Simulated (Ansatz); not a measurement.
Input file:

```yaml
crystal:
  periodic: [false, false, false]
  atoms:
    - {symbol: Hf, position_ang: [0.000000, 0.000000, 0.000000]}
    - {symbol: C, position_ang: [0.000000, 0.000000, 1.779000]}
basis:
  gaussian: {orbitals: def2-SVP}
total_charge: 1
magnetization: {spin_polarized: false, initial_magnetization: 3}
correlation: {method: fci, electrons: outside_noble_gas}
```

```sh
$ ansatz run in.yaml --threads 5 --pin off --events-out ev --progress --plain --max-ram 130560MiB --backend cuda --devices 0, --max-vram 75GiB
```

Log:

```
831 factors; integrals over basis functions are off by at most 1.6e-7 eV
mean field evaluation 1: about -2301.0203 eV, gradient 4.3e1 eV
mean field evaluation 2: about -2301.0325 eV, gradient 4.3e1 eV
mean field evaluation 4: about -2307.7420 eV, gradient 7.4e0 eV
mean field evaluation 8: about -2308.2136 eV, gradient 3.1e-1 eV
mean field evaluation 16: about -2308.2221 eV, gradient 1.9e-6 eV
mean field evaluation 32: about -2307.1528 eV, gradient 3.6e-2 eV
mean field evaluation 64: about -2308.1983 eV, gradient 6.5e-1 eV
mean field evaluation 96: about -2307.1528 eV, gradient 1.4e-4 eV
mean field evaluation 128: about -2303.8714 eV, gradient 1.7e0 eV
mean field -2308.22213310 eV, -84.8255988222 hartree, gradient 2.0e-6 eV, S^2 3.750000; 13 other end points of the search recorded, 0 dependent functions left out
mean field evaluation 160: about -2308.4462 eV, gradient 1.6e-1 eV
mean field evaluation 192: about -2307.9146 eV, gradient 1.7e-4 eV
mean field evaluation 224: about -2306.8024 eV, gradient 1.3e0 eV
mean field evaluation 256: about -2306.8234 eV, gradient 8.4e-2 eV
determinant -2308.22213310 eV, -84.8255988222 hartree, with singles and doubles -2312.51447109 eV, -84.9833393341 hartree
determinant -2307.50828144 eV, -84.7993652577 hartree, with singles and doubles -2311.34765384 eV, -84.9404595909 hartree
determinant -2307.33576333 eV, -84.7930253341 hartree, with singles and doubles -2311.56116567 eV, -84.9483060061 hartree
determinant -2307.15280258 eV, -84.7863016506 hartree, with singles and doubles -2311.49034914 eV, -84.9457035465 hartree
5 core orbitals not correlated: weight in the atoms' cores, before any rotation towards them, 0.989 or more for the frozen orbitals, at most 0.009 for the correlated occupied ones
reference -2308.22213310 eV, -84.8255988222 hartree; 5, 2 occupied and 36, 39 virtual orbitals, 831 factors
state -2312.81930325 eV, -84.9945417092 hartree
Total energy: -2312.81930325 eV, -84.9945417092 hartree
```

Ran on 5 threads of AMD EPYC 7R13 with a whole H100 80 GB, shared host: 2.7 min wall, 4.5 GiB peak host memory.
